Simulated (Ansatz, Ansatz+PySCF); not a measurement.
```xyz
5

O     0.0000    0.0414    1.3951
H     0.7587   -0.2809    1.8903
H    -0.7587   -0.2809    1.8903
O     0.0000   -0.0063   -1.5082
H     0.0000    0.0097   -0.5350
```

Basis set: cc-pVTZ (spherical functions). Left uncorrelated: 2 orbitals. Correlation on ROHF uses semicanonical orbitals with singles. Charge 0, multiplicity 2.

Computed with Ansatz (development build ahead of 0.2.0); each method stands on the lowest determinant of its kind that the runs found.

Problem. Give the atomization energy at this shape (free ground-state atoms in the same class of orbitals less the molecule, no zero-point energy) of doublet H₃O₂ by UHF-CCSD(T), ROHF-MP2.

Solution.

```csv
method,atomization energy
UHF-CCSD(T),334.45 kcal/mol
ROHF-MP2,338.26 kcal/mol
```
